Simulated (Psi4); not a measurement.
Psi4 input (wB97X-D/6-31G*):

```
memory 1500 MB

molecule {
1 2
H    -0.00000000   -0.00000000   -0.37201156
H     0.00000000    0.00000000    0.37201156
symmetry c1
no_reorient
no_com
}

set {
  basis 6-31G*
  reference uks
  scf_type pk
  dft_radial_points 99
  dft_spherical_points 590
  e_convergence 1e-8
  d_convergence 1e-7
  maxiter 150
}

e = energy('wb97x-d')
print_out(f'\nFINAL {e:.10f} DIPOLE {variable("CURRENT DIPOLE")[0]:.6f} {variable("CURRENT DIPOLE")[1]:.6f} {variable("CURRENT DIPOLE")[2]:.6f}\n')
```

**Question.** What final total energy does it give?

**Answer.** -0.56609 Eh.
